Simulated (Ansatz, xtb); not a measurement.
## Relative energy of two structures of CH4B2

Structure a is a singlet given by its coordinates and structure b is a singlet given by its coordinates. Both are isolated molecules in the gas phase, relaxed with B3LYP-D4/def2-TZVP.

a (Å):

```xyz
7

C     0.5637   -0.3046    0.1059
B    -0.7105   -0.0977   -0.5135
B    -0.3475    0.0234    1.1605
H    -0.5760    0.2114    2.3037
H    -1.3954   -0.0621   -1.4747
H    -1.4969    0.1998    0.5163
H     1.5858   -0.5548   -0.0976
```

Close contacts (Å): C1–B2 1.43, C1–B3 1.43, B2–B3 1.72, C1–H7 1.07, B2–H5 1.18, B2–H6 1.33, B3–H4 1.18, B3–H6 1.33.

b (Å):

```xyz
7

C     0.5680   -0.0318   -1.7612
B    -0.5098   -0.1759   -0.8909
B    -1.7495   -0.3418    0.1102
H    -1.6159   -0.8571    1.1772
H    -2.8376    0.0457   -0.1858
H     1.5682   -0.3750   -1.5176
H     0.4755    0.4326   -2.7376
```

Close contacts (Å): C1–B2 1.39, B2–B3 1.60, C1–H6 1.09, C1–H7 1.09, B3–H4 1.19, B3–H5 1.19.

Question: Estimate E(b) − E(a) at the level CCSD(T)/def2-TZVPP.

Answer: Calculated at CCSD(T)/def2-TZVPP: E(b) − E(a) = +29.6 kcal/mol, so structure a lies lower.

How the difference moves with the method:

```json
{"level": "B3LYP-D4/def2-TZVP", "geometry": "B3LYP-D4/def2-TZVP", "E(b) − E(a) (kcal/mol)": "+26.3", "departure from the last row (kcal/mol)": "−3.3", "job, with rough time for the two": "optimisation, 15 s"}
{"level": "HF/def2-TZVPP", "geometry": "B3LYP-D4/def2-TZVP", "E(b) − E(a) (kcal/mol)": "+22.8", "departure from the last row (kcal/mol)": "−6.7", "job, with rough time for the two": "part of the CCSD(T) run"}
{"level": "MP2/def2-TZVPP", "geometry": "B3LYP-D4/def2-TZVP", "E(b) − E(a) (kcal/mol)": "+34.8", "departure from the last row (kcal/mol)": "+5.3", "job, with rough time for the two": "part of the CCSD(T) run"}
{"level": "CCSD(T)/def2-TZVPP", "geometry": "B3LYP-D4/def2-TZVP", "E(b) − E(a) (kcal/mol)": "+29.6", "departure from the last row (kcal/mol)": "", "job, with rough time for the two": "single point, 14 s"}
```

None of the levels shown reverses the order. The largest departure from CCSD(T)/def2-TZVPP is that of HF/def2-TZVPP, 6.7 kcal/mol. Levels run at GFN2-xTB geometries aren't shown.

With harmonic frequencies from B3LYP-D4/def2-TZVP (ideal gas, rigid rotor, one conformer each, 298.15 K, 1 atm): the zero-point term adds −1.6 kcal/mol; ΔH is +28.6 and ΔG +27.4 kcal/mol.

The correlated steps freeze 3 core orbitals. Codes used: Ansatz 0.2.0; the last row on 2 threads of Arm Neoverse V2 on a shared host.
